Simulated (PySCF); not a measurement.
A series of substituents X on one scaffold: formyl-X. Gas-phase values, no solvent. One relaxed conformer stands for each flexible species; it need not be the lowest. Strings in code marks are SMILES.

The four lowest singlet excitations (Tamm–Dancoff). Level of theory: B3LYP-D3(BJ)/def2-TZVP in PySCF. B3LYP has the VWN-RPA correlation part, as in Gaussian. Excitations are Tamm–Dancoff values on a coarser integration grid. The basis has no diffuse functions, so Rydberg states are missing or too high.

```tsv
state	energy (eV)	wavelength (nm)	oscillator strength
S1	4.08	304	0.000
S2	7.28	170	0.000
S3	8.47	146	0.097
S4	8.50	146	0.016
```

### Question
Which member gives these states?
A) `O=C[SeH]` (O–C–Se–H torsion 180°)
B) `CNC=O` (C–N–C–O torsion 0°)
C) `O=CC(F)F` (O–C–C–F torsion 122°)
D) `COC=O` (C–O–C–O torsion 0°)

### Answer
C, `O=CC(F)F` (O–C–C–F torsion 122°)
